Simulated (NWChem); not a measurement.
Spin states of Si

```xyz
1

Si     0.0000     0.0000     0.0000
```
Charge 0, spin multiplicity 3.

Program: NWChem.

Basis set: def2-TZVP. The gap is E(triplet) − E(singlet), so a negative value puts the higher spin lower. Open shells are unrestricted, and the singlet is the closed-shell solution. The triplet is the single determinant that the SCF runs reached, with unpaired electrons in orbitals of symmetry b2u and b3u (D2h labels); it need not be the lowest triplet, which in molecules with degenerate π orbitals can need several determinants. Where the lowest singlet needs several determinants, the single determinant used here isn't a pure state and places it wrongly.

B3LYP has NWChem's definition, with VWN1-RPA local correlation. The stability of the SCF solutions was not checked. Open-shell Hartree-Fock references start from PBE0 orbitals.

Q: Order these methods by the vertical singlet-triplet gap they give, lowest first: PBE0, B3LYP, HF.

A: HF (-38.5 kcal/mol), PBE0 (-30.1 kcal/mol), B3LYP (-25.7 kcal/mol)
